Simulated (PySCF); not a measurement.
Energies from PySCF (xtb for GFN2), thermal terms from the rigid-rotor harmonic-oscillator model, ideal gas at 1 bar. The comparison is the NASA 1993 polynomial table, which mixes measured and estimated data. All species are closed-shell singlets. The harmonic model lacks anharmonicity and excited electronic states, which grow with temperature; levels with a mode under 35 cm⁻¹ are left out. The table's entry may be an old estimate for SiCl₄ (not checked at source).

Harmonic frequencies at GFN2-xTB (cm⁻¹): 111, 111, 173, 173, 173, 379, 512, 512, 512. Point group Td; S°(298 K) = 344.5 J/mol/K at this level.

### Question
Work out Cp and S° of gaseous SiCl₄ at 500, 800, 1200, 1600, 2000 K from these, and set them beside the table.

### Answer
| T (K) | Cp GFN2-xTB | Cp table | S° GFN2-xTB | S° table |
|---|---|---|---|---|
| 500 | 102.6 | 100.4 | 395.8 | 380.5 |
| 800 | 105.8 | 104.8 | 444.9 | 428.9 |
| 1200 | 107.1 | 106.5 | 488.1 | 471.8 |
| 1600 | 107.5 | 107.2 | 518.9 | 502.5 |
| 2000 | 107.7 | 107.6 | 543.0 | 526.5 |
Units J/mol/K.
